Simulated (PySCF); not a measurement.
# How well do the runs reproduce experiment for CCl3F?

**The experiment to reproduce.**

From NIST CCCBDB Release 22 (SRD 101), experimental dipoles, for the gas: dipole moment (microwave Stark effect, vibrational ground state) 0.46 ± 0.02 D.

How close the calculation comes is told at the end.

Species: CCl3F.
SMILES with atom numbers: `[F:1][C:2]([Cl:3])([Cl:4])[Cl:5]`

Cartesian coordinates in Å at the PBE0-D3(BJ)/def2-SVP level; atoms count from 1:
```
atom  x, y, z in Å
F1     0.1321    0.6557   -1.2340
C2     0.0136    0.0277   -0.0716
Cl3    1.2223    0.6726    1.0437
Cl4   -1.6131    0.3079    0.5580
Cl5    0.2800   -1.6997   -0.3327
```

The PySCF runs (gas phase, on this PBE0-D3(BJ)/def2-SVP geometry; no spin–orbit coupling):

```csv
level,job,basis functions,wall time
"PBE0-D3(BJ)/def2-SVP, grid level 1",geometry optimisation from a GFN2-xTB start shaken at random,82,15 s
```

Hardware: Arm Neoverse V1, one thread, no GPU, on a shared host.

## Comparison

**Dipole moment.** Measured: 0.46 D (NIST CCCBDB Release 22 (SRD 101), experimental dipoles).

```json
{"level": "PBE0-D3(BJ)/def2-SVP", "computed (D)": "0.30", "computed − measured (D)": "-0.16", "% (from the printed values)": "-35"}
```

The computed dipoles belong to one fixed geometry; measured ones are averaged over vibrations unless marked μe. Magnitudes are compared, not signs.

No measured geometry was used, and the causes of the misses weren't examined.
